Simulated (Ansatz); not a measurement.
Start from `CC1(O)C=N1` and change one atom or group to get `CNC1(O)C=N1`.

Ansatz, PBE0-D4/def2-TZVP geometries, multiplicity 1. Each molecule was computed in one conformer, which needn't be the lowest.

```json
{"property": "HOMO–LUMO gap (B3LYP/def2-TZVPP) / eV", "`CC1(O)C=N1`": "5.84"}
{"property": "LUMO energy (PBE/def2-TZVPP) / eV", "`CC1(O)C=N1`": "-1.92"}
{"property": "LUMO energy (B3LYP/def2-TZVPP) / eV", "`CC1(O)C=N1`": "-1.06"}
{"property": "HOMO–LUMO gap (ωB97M-V/def2-TZVPP) / eV", "`CC1(O)C=N1`": "10.93"}
{"property": "LUMO energy (PBE0/def2-TZVPP) / eV", "`CC1(O)C=N1`": "-0.77"}
{"property": "HOMO energy (PBE0/def2-TZVPP) / eV", "`CC1(O)C=N1`": "-7.09"}
```

Question: Give the same properties after the change, and the shifts. (Best estimate.)

Answer: Ansatz gave: 
```tsv
property	`CNC1(O)C=N1`	shift
HOMO–LUMO gap (B3LYP/def2-TZVPP) / eV	5.74	-0.10
LUMO energy (PBE/def2-TZVPP) / eV	-1.90	0.02
LUMO energy (B3LYP/def2-TZVPP) / eV	-1.03	0.03
HOMO–LUMO gap (ωB97M-V/def2-TZVPP) / eV	10.91	-0.02
LUMO energy (PBE0/def2-TZVPP) / eV	-0.74	0.03
HOMO energy (PBE0/def2-TZVPP) / eV	-6.99	0.10
```

B3LYP here is the variant with VWN-RPA as its local correlation; programs differ in this.
